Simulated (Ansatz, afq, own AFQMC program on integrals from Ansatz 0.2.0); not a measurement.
Two steps: Ansatz 0.2.0 writes the Fock matrix and Cholesky factors of the valence space, and afq projects on them the lowest state that overlaps trial and start.

```yaml
crystal:
  periodic: [false, false, false]
  atoms:
    - {symbol: B, position_ang: [0.037435, -0.022252, 0.018191]}
    - {symbol: F, position_ang: [-1.010765, 0.581382, -0.493381]}
basis:
  gaussian: {orbitals: def2-TZVP}
magnetization: {spin_polarized: true, initial_magnetization: 2}
correlation: {method: ccsd_t, electrons: outside_noble_gas, hamiltonian_folder: ham}
```

```sh
$ ansatz run in.yaml --threads 1 --pin off --events-out ev --progress --plain --max-ram 16896MiB --backend cuda --devices 0, --max-vram 18GiB
```

afq runs on the folder ham with

```
--method phaseless --trial cisd --walkers 4000 --populations 20 --least-time 60 --time-step 0.005 --steps-per-block 50 --equilibration-blocks 28 --max-blocks 4000 --target-error 0.00019 --factor-cut 1e-05 --start spin_pure --seed 3908 --release-times 0.24,0.51,0.99,1.62,2.4 --release-step 0.03 --release-every 3 --taylor-order 6
```

Times are imaginary, in 1/Eh. The walk had a cap of 212 s. With eight or more populations the least sampling time is a fifth of least-time, and the error comes from their spread.

```
orbitals 60  electrons 6 4  factors 407 of 407
reference energy -124.06872083 Eh
CCSD correlation -0.29562222 Eh in 10 cycles, weight of the determinant in the CISD state 0.9342
energy of the start -124.364326 Eh
 block  time / (1/Eh)  mean weight  energy / Eh
     1     0.250  0.9998  -124.365807
     2     0.500  1.0007  -124.369378
     3     0.750  1.0004  -124.371481
     4     1.000  1.0000  -124.372482
     5     1.250  1.0002  -124.373098
    12     3.000  0.9995  -124.373350
    19     4.750  1.0004  -124.372708
    20     5.000  0.9996  -124.373226
    26     6.500  1.0002  -124.373426
    33     8.250  1.0004  -124.374461
    40    10.000  1.0001  -124.373888
    47    11.750  0.9995  -124.374781
    54    13.500  0.9996  -124.374032
    61    15.250  0.9996  -124.373984
    68    17.000  1.0001  -124.373288
    75    18.750  1.0001  -124.375311
    76    19.000  1.0000  -124.375605
    78    19.500  0.9998  -124.373980
error from the spread of 20 populations
released: time / (1/Eh)  energy / Eh  error  mean overlap
  0.24  -124.374089  0.000100  0.9969
  0.51  -124.373964  0.000114  0.9899
  0.99  -124.374041  0.000139  0.9786
  1.62  -124.374123  0.000163  0.9766
  2.40  -124.373941  0.000253  0.9638
energy -124.374198 +/- 0.000124 Eh
(rows thinned)
```

**Question.** Estimate how long the walk took on 1 × NVIDIA H100 80GB HBM3 with 2 threads of AMD EPYC 7R13 Processor (Zen 3), with other jobs on the host (the card was shared).

**Answer.** 2.3 min of wall time.

The run passed its tests (sampling time, drift between the halves within three errors, error under three times the target), which doesn't prove that it has relaxed.

Against this walk (error 3.4 meV) on the same determinant: CCSD(T) 24.3 meV higher, CCSDT(Q) 5.7 meV higher (within the noise). The error is statistical and leaves out the bias of the constraint. Released to 2.40 1/Eh the energy moves by 7 ± 8 meV (both errors), within twice the noise.

Cautions: constraint bias not in the error.

CCSDT and higher add their correlation energy to the determinant of the CCSD(T) run, since their own runs factorise the integrals more tightly (a shift of under 2 meV). A walk keeps the symmetry of its determinant, which the program's search chose and which needn't be the lowest solution, so a lower state of the same spin and another symmetry isn't excluded.
